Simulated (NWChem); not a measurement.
Atomisation of methanethiol (CH4S)

```
C
H 1 1.1069
H 1 1.1074 2 108.28
H 1 1.1074 2 108.28 3 119.14
S 1 1.8279 2 106.05 3 -120.43
H 5 1.3623 1 96.66 2 180.00
```
Charge 0, spin multiplicity 1.

All runs are NWChem calculations. Structure: optimised with PBE/def2-SVP, a minimum by its harmonic frequencies.

Basis set: def2-TZVP. The atomisation energy is electronic alone: no zero-point, thermal, spin-orbit or counterpoise terms. No value is extrapolated to the basis-set limit. Free atoms are single determinants with multiplicities C 3, S 3, H 2. Correlated methods freeze the same cores in atoms and molecule, 6 orbitals in all.

No SCF solution was tested for a lower state. Open-shell Hartree-Fock references start from PBE0 orbitals.

Task: Order these methods by the atomisation energy they give, lowest first: PBE, MP2, LDA (SVWN5), BLYP.

Result: MP2 (454.5 kcal/mol), BLYP (466.8 kcal/mol), PBE (477.4 kcal/mol), LDA (SVWN5) (535.1 kcal/mol)
